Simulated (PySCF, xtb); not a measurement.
cyclobutane (C4H8), SMILES C1CCC1.

GFN2-xTB run with xtb at its own geometry gives an orbital gap of 12.53 eV and a dipole moment of 0.00 D.

Geometry optimised at PBE0-D3(BJ)/def2-SVP.

Task: What does M06-2X/def2-TZVP in PySCF give? (Estimate from the structure and the level; the computed values follow.)

Result: gap 11.78 eV (levels -9.80 and 1.98 eV), dipole 0.00 D.
